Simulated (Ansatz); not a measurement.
Species, as SMILES: [CH]=C=O, doublet.
Atoms: C1, C2, H3, O4. Bonds: C1-C2, C1-H3, C2-O4.

Basis-set convergence of the optimised C1-C2 bond length at HF with Ansatz (a quantum-chemistry and plane-wave program). Cartesian d functions, on some or all atoms, in 6-31G*, 6-31G**; all else is spherical. The program fits the integrals of some runs and decomposes those of others, by size. Open shells are unrestricted. No added dispersion term, no relativity. Reference: the value in def2-QZVPPD, 1.2729 Å, itself unsure by roughly 0.0013 Å (its mean distance from pcseg-3, def2-QZVPP, cc-pVQZ). Deviations are taken from unrounded values.

```
basis            functions
---------------  ---------
6-31G*                  47
cc-pVDZ                 47
6-31G**                 50
6-311G**                60
aug-cc-pVDZ             78
cc-pVTZ                104
jun-cc-pV(T+d)Z        131
aug-cc-pVTZ            161
cc-pVQZ                195
```

Question: Which is the smallest set listed that can be trusted to 0.01 Å here, that is, within that of the reference together with its larger relatives (same family, alike in diffuse functions; a set with none to test it counts only in the reference's own line)?

Answer: The smallest set listed that lies within 0.01 Å of the reference with all its larger relatives (same family, alike in diffuse functions; a set with none counts only in the reference's own line) is cc-pVTZ (104 functions, -0.0024 Å off). Value minus reference: 6-31G* -0.0260, cc-pVDZ 0.0135, 6-31G** -0.0254, 6-311G** -0.0258, aug-cc-pVDZ 0.0221, cc-pVTZ -0.0024, jun-cc-pV(T+d)Z 0.0007, aug-cc-pVTZ 0.0002, cc-pVQZ -0.0004 Å.
